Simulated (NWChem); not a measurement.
tert-butyl cation (C4H9 cation); SMILES C[C+](C)C

Program: NWChem. The geometry was optimised at B3LYP/6-31G* (spherical d). Gas-phase geometry, NWChem's default radii.

COSMO at PBE/def2-SVP gives an electrostatic solvation energy of -29.99 kcal/mol for ε = 2.0. Its surface charges are scaled by f = (ε − 1)/ε.

**Question.** Estimate the value for ε = 78.4 from the scaling alone and compare it with a run, and give the Born radius that the larger ε implies.

**Answer.** 
1. f = 0.5000 and 0.9872; their ratio is 1.974.
2. With a rigid solute density the energy is proportional to f: -29.99 × 1.974 = -59.21 kcal/mol.
3. The run gives -59.35 kcal/mol, 0.14 lower; the difference is the response of the solute's density to the stronger field.
4. Born: ΔG = −166.0 q² f / a (kcal/mol, a in Å), so a = 2.76 Å.
